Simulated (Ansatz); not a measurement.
Al2H3. The state is a doublet with charge 0. Geometry PBE-D4/def2-TZVP, that of the charge +1 singlet.

```csv
atom,x (Å),y (Å),z (Å)
Al1,-0.723,-0.547,1.237
Al2,0.554,0.418,-0.943
H3,1.997,0.942,-0.578
H4,-1.479,-1.115,2.516
H5,-0.348,0.302,-2.232
```

LC-ωPBE has ω = 0.4 bohr⁻¹. The structure comes from a short search, and lower isomers may exist.

(1) Estimate the α-spin orbital energies around the gap (eV) in Ansatz with HF/def2-TZVP, PBE-D4/def2-TZVP, r2SCAN-D4/def2-TZVP, r2SCAN0-D4/def2-TZVP, LC-ωPBE/def2-TZVP.

Results:

(1) 
```csv
orbital,HF/def2-TZVP,PBE-D4/def2-TZVP,r2SCAN-D4/def2-TZVP,r2SCAN0-D4/def2-TZVP,LC-ωPBE/def2-TZVP
HOMO−5,-87.51,-68.86,-70.72,-75.09,-75.03
HOMO−4,-15.49,-10.35,-10.74,-12.09,-15.21
HOMO−3,-14.13,-9.45,-9.80,-11.04,-13.86
HOMO−2,-12.08,-7.57,-7.88,-9.04,-11.73
HOMO−1,-9.69,-6.36,-6.57,-7.48,-9.82
HOMO,-6.09,-3.93,-4.16,-4.77,-6.59
LUMO,0.56,-2.98,-2.76,-2.10,-0.17
LUMO+1,1.07,-2.09,-2.05,-1.45,0.33
LUMO+2,2.00,-1.82,-1.61,-0.92,1.09
LUMO+3,3.01,-0.25,0.14,0.76,2.49
LUMO+4,4.11,1.29,1.77,2.24,3.72
LUMO+5,4.98,1.44,1.92,2.54,4.32
β HOMO,-9.28,-6.14,-6.34,-7.22,-9.51
β LUMO,0.71,-2.94,-2.57,-1.97,-0.23
```
